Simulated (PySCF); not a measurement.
# C₂H₂F₂, a complex of two parts: interaction energy

The task here is to estimate one member of a computed series from the others.

Programs: PySCF 2.14.0. All values are calculated, for the isolated system unless a continuum is named. Atoms count from 0, parts from 1.

### Starting point

6 atoms, charge 0, multiplicity 1; geometry: GFN2-xTB. Parts: 1 = atoms 0–3, `C#CF`, charge 0; 2 = atoms 4–5, `F`, charge 0.

The first run:

Job settings and geometry (Å):

```
{"job": {"xc": "PBE0", "basis": "def2-TZVPD", "d3": "d3bj", "grid": 3, "kind": "geom", "shake": 0.01}, "charge": 0, "multiplicity": 1, "parts": [{"atoms": "0-3", "charge": 0, "multiplicity": 1}, {"atoms": "4-5", "charge": 0, "multiplicity": 1}]}
C     -0.364543    -0.030731     0.252683
C      0.742875    -0.019738    -0.138110
F      1.967572    -0.021163    -0.449704
H     -1.387596    -0.005114     0.414827
F     -0.085865     0.169473     3.033623
H     -0.058133     0.121217     2.097321
```

On the command line:

```console
OMP_NUM_THREADS=1 python cluster_run.py task.json out
```

One launch serves the whole session: the jobs run in the order shown.

Among the steps run: Relaxing the molecule at PBE0-D3(BJ)/def2-TZVPD; Coupled-cluster interaction energy: CCSD(T) and MP2, 2.13 Å; Coupled-cluster interaction energy: CCSD(T) and MP2, 2.23 Å; Coupled-cluster interaction energy: CCSD(T) and MP2, 2.34 Å; Coupled-cluster interaction energy: CCSD(T) and MP2, 2.02 Å; Coupled-cluster interaction energy: CCSD(T) and MP2, 2.66 Å; Coupled-cluster interaction energy: CCSD(T) and MP2, 1.92 Å; Coupled-cluster interaction energy: CCSD(T) and MP2, 3.19 Å.

One of the session's tables, all rows but one given; the rest of the session is left out.

It belongs to the step «Coupled-cluster interaction energy: CCSD(T) and MP2, 3.19 Å». 

```
                 method  interaction energy (kcal/mol)
         HF/aug-cc-pVDZ                          -1.16
        MP2/aug-cc-pVDZ                          -1.30
       CCSD/aug-cc-pVDZ                          -1.23
    CCSD(T)/aug-cc-pVDZ                          -1.29
         HF/aug-cc-pVQZ                          -1.17
        MP2/aug-cc-pVQZ                          -1.38
    SCS-MP2/aug-cc-pVQZ                          -1.27
      MP2, extrapolated                              ?
CCSD(T), limit estimate                          -1.38
```

**Question.** Estimate the row for MP2, extrapolated.

As computed: interaction energy (kcal/mol): -1.39. In the column «interaction energy (kcal/mol)» it is the lowest.
